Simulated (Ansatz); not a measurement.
**Caesium, bcc: convergence with Methfessel-Paxton smearing**

Computed with Ansatz, PBE, scalar-relativistic PAW, on the relaxed cell (a = 6.154 Å; spin not included). Errors count from a run at 420 eV on a Γ-centred 12×12×12 mesh with Fermi-Dirac smearing of 0.1 eV, extrapolated to zero width. Fixed here: cutoff 420 eV, mesh 7×7×7. The SCF starts from atomic densities corrected by a trained network.

```json
{"width (eV)": "0.01", "E(σ→0) error (meV/atom)": "-0.8", "F error (meV/atom)": "-0.9", "P (GPa)": "0.01", "SCF iterations": "5"}
{"width (eV)": "0.03", "E(σ→0) error (meV/atom)": "-1.0", "F error (meV/atom)": "-1.1", "P (GPa)": "0.01", "SCF iterations": "5"}
{"width (eV)": "0.1", "E(σ→0) error (meV/atom)": "-1.4", "F error (meV/atom)": "-1.8", "P (GPa)": "0.00", "SCF iterations": "5"}
{"width (eV)": "0.2", "E(σ→0) error (meV/atom)": "-2.7", "F error (meV/atom)": "-2.8", "P (GPa)": "0.00", "SCF iterations": "5"}
{"width (eV)": "0.3", "E(σ→0) error (meV/atom)": "-2.9", "F error (meV/atom)": "-2.7", "P (GPa)": "0.00", "SCF iterations": "5"}
{"width (eV)": "0.6", "E(σ→0) error (meV/atom)": "-4.1", "F error (meV/atom)": "-1.5", "P (GPa)": "-0.01", "SCF iterations": "5"}
{"width (eV)": "1.0", "E(σ→0) error (meV/atom)": "2.6", "F error (meV/atom)": "11.3", "P (GPa)": "-0.01", "SCF iterations": "5"}
```
